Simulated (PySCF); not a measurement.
Gas-phase reaction: 6 CH₃ ⇌ 2 C₃H₄ (allene) + 5 H₂

Method: PySCF energies plus ideal-gas RRHO corrections (1 bar). The comparison is the NASA 1993 polynomial table, which mixes measured and estimated data. † marks an energy on the PBE0/def2-TZVP geometry and frequencies. MP2 and CCSD(T) freeze the core. Open shells (unrestricted): CH₃ (multiplicity 2); the rest are closed-shell singlets. B3LYP is the form with VWN-RPA correlation. MP2 isn't extrapolated to the basis-set limit. CCSD(T) isn't extrapolated to the basis-set limit.

```csv
level,"ΔH°(298 K), kJ"
table,-499.6
B3LYP/def2-TZVP†,-468.5
CCSD(T)/def2-SVP†,-442.4
CCSD(T)/def2-TZVPP†,-468.3
HF/def2-TZVP†,-75.9
MP2/def2-TZVPP†,?
PBE/def2-TZVP†,-514.6
PBE0/def2-QZVP†,?
r2SCAN/def2-TZVP†,-397.8
LDA/def2-TZVP†,?
ωB97M-V/def2-TZVP†,?
```

Q: Fill in the missing entries.

A: 
- MP2/def2-TZVPP†, ΔH°(298 K), kJ: -500.5
- PBE0/def2-QZVP†, ΔH°(298 K), kJ: -421.9
- LDA/def2-TZVP†, ΔH°(298 K), kJ: -638.8
- ωB97M-V/def2-TZVP†, ΔH°(298 K), kJ: -502.4
